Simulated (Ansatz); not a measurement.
System: 2H WSe₂. Method: PBEsol+SOC (plane waves, PAW; Ansatz, an electronic-structure program).

Run with plane-wave cutoff 520 eV, 12×12×4 k mesh (along the axes of the cell as run), Fermi–Dirac smearing 0.01 eV, PAW data made under PBE.

Cell (measured lattice):

```
CELL_PARAMETERS angstrom
     -1.64100    -2.84230     0.00000
     -1.64100     2.84230     0.00000
      0.00000     0.00000   -12.96000
ATOMIC_POSITIONS crystal
  W  0.33333 0.66667 0.25000
  W  0.66667 0.33333 0.75000
  Se 0.33333 0.66667 0.87900
  Se 0.66667 0.33333 0.37900
  Se 0.66667 0.33333 0.12100
  Se 0.33333 0.66667 0.62100
```

**Question.** Give the computed band gap, smallest direct gap on the k points sampled and Γ–Γ gap.

**Answer.** 
- band gap = 0.84 eV (indirect)
- smallest direct gap on the k points sampled = 1.32 eV
- Γ–Γ gap = 2.43 eV

Note: cell and atoms aren't relaxed at this level (largest force component 0.05 eV/Å, pressure -0.5 GPa).

Cost on a shared machine: about 9 core-minutes (a rough figure).
